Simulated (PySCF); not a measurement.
Compound: C4H7NO.
Cartesian coordinates in Å at the GFN2-xTB level; atoms count from 1:
```xyz
13
C4H7NO angstrom
C     -1.0472   -0.9194    0.4348
C     -0.1243    0.2981    0.2745
C      1.2389   -0.1301   -0.1756
N      2.2180    0.0068    0.5930
C     -0.7636    1.2459   -0.7117
O     -0.3344    1.5484   -1.7866
H     -0.6559   -1.5793    1.2044
H     -2.0467   -0.6003    0.7206
H     -1.1111   -1.4716   -0.5004
H     -0.0349    0.8095    1.2383
H      1.2731   -0.5488   -1.1893
H      3.1157   -0.3037    0.2277
H     -1.7319    1.6450   -0.3474
```

Theory: PySCF, TDDFT CAM-B3LYP/def2-SVPD, vertical, gas phase, core orbitals frozen in the response.

Broadening: Gaussians 0.4 eV wide at half height, area fixed by f = 4.319×10⁻⁹ ∫ε dν̃. The width is an assumption, not a result. The curve ends short of the highest state used, and states not computed would add to its high-energy end.

```tsv
E (eV)	ε (L mol⁻¹ cm⁻¹)
3.74	0
3.87	0
4.00	2
4.12	7
4.25	14
4.38	16
4.51	10
4.64	4
4.77	4
4.90	21
5.02	70
5.15	146
5.28	169
5.41	109
5.54	39
5.67	8
5.80	1
5.92	0
6.05	1
6.18	6
6.31	27
6.44	79
6.57	179
6.70	423
6.82	816
6.95	1141
7.08	1266
7.21	1824
7.34	2864
7.47	3123
```

Question: Locate the maxima and give the states behind the curve.

Answer: 286 nm (4.34 eV), ε about 16, made up of S1 (100%); 236 nm (5.25 eV), ε about 170, made up of S2 (100%); 167 nm (7.43 eV), ε about 3200, made up of S5 (22%) and S6 (77%) (ε in L mol⁻¹ cm⁻¹; maxima over ε = 5, shares over 10%). The states used: S1 4.34 eV (f 0.0002); S2 5.25 eV (f 0.0026); S3 6.58 eV (f 0.0014); S4 6.95 eV (f 0.015); S5 7.33 eV (f 0.013); S6 7.46 eV (f 0.037); S7 8.01 eV (f 0.029); S8 8.07 eV (f 0.040).

Question: Coming from long wavelengths, where does ε first pass 100 L mol⁻¹ cm⁻¹?

Answer: At about 244 nm (5.07 eV), 0.73 eV above S1.

Question: On this curve, what absorbance would a 10⁻⁴ mol/L sample give at 254 nm over a 1 cm path?

Answer: 254 nm is 4.881 eV, where ε is about 17 L mol⁻¹ cm⁻¹, so A = ε c l ≈ 0.0017 (Beer–Lambert, with the gas-phase spectrum and the assumed width).

Question: What would ε be at 7.43 eV, the highest of these maxima, with half the width (0.2 eV)?

Answer: About 5550 L mol⁻¹ cm⁻¹ against 3200, a factor of about 1.7; a lone state at its own centre would give exactly 2.

One conformer stands for the species.
